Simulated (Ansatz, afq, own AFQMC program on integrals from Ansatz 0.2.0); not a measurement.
**BH3 + F, doublet: a scan with AFQMC**

```xyz
5

B    -1.3991    0.0000    0.0000
H    -1.9959    1.0336    0.0000
H    -1.9959   -1.0336    0.0000
H    -0.2057    0.0000    0.0000
F     1.0189    0.0000    0.0000
```

A hydrogen atom is moved from one rigid fragment to the other; the B1–H4 distance tells how far. The two fragments are held close together, so this isn't a minimum-energy path and the start is a compressed complex. Energies in kJ/mol count from this geometry (1.194 Å) at the same level; the start stands on UHF, each point on the determinant named.

Basis cc-pVTZ. Noble-gas cores (and the filled d shells of Ga–Kr and In–Xe) are frozen. AFQMC by an in-house program on the Cholesky factors that Ansatz 0.2.0 writes for its CCSD(T) run. The CISD trial takes its coefficients from CCSD amplitudes. Released means that phaseless walkers are propagated on without the constraint, phases kept. Error bars are statistical, one sigma.

```csv
r(B1–H4) / Å,det.,T1,weight,⟨S²⟩,CCSD(T),ph-AFQMC/CISD,released AFQMC,B2PLYP,r2SCAN
1.286,UHF,0.017,0.89,0.78,-25.8,-24.8 ± 0.8,-24.2 ± 1.4,-23.6,-21.8
1.333,UHF,0.015,0.90,0.77,-37.8,-36.8 ± 0.7,–,-33.6,-30.6
1.379,UHF,0.014,0.90,0.77,-48.2,-48.0 ± 0.9,-47.4 ± 1.4,-41.8,-37.4
1.425,UHF,0.013,0.90,0.76,-56.0,-55.8 ± 0.8,-55.6 ± 1.1,-47.3,-41.6
1.518,UHF,0.012,0.90,0.76,-54.3,-54.6 ± 0.8,-52.8 ± 1.4,-41.2,-32.6
```

Weight is that of the determinant in the CISD state; at the start T1 is 0.026 and the weight 0.88, and ⟨S²⟩ is 0.77. A dash marks a missing value, a released energy that hasn't settled or a functional that sits on another state. Largest departures from phaseless AFQMC with a CISD trial: CCSD(T) -1.0 kJ/mol at 1.286 (on UHF) (within the noise), released AFQMC 1.9 kJ/mol at 1.518 (on UHF) (within the noise), B2PLYP 13.4 kJ/mol at 1.518, r2SCAN 22.0 kJ/mol at 1.518. The walk's constraint bias lies outside its error bars, so these are departures and not errors. Functionals count only at points shown to share the start's state and spin.

Some points may be missing: those where a free walk finds a much lower state, and past Zn most of those on another determinant than at the start.

A walk keeps the symmetry of its determinant, which the program's search chose and which needn't be the lowest solution, so a lower state of the same spin and another symmetry isn't excluded. Released energies are given only where the last usable release times agree within the noise; a slower fall can still hide under it.
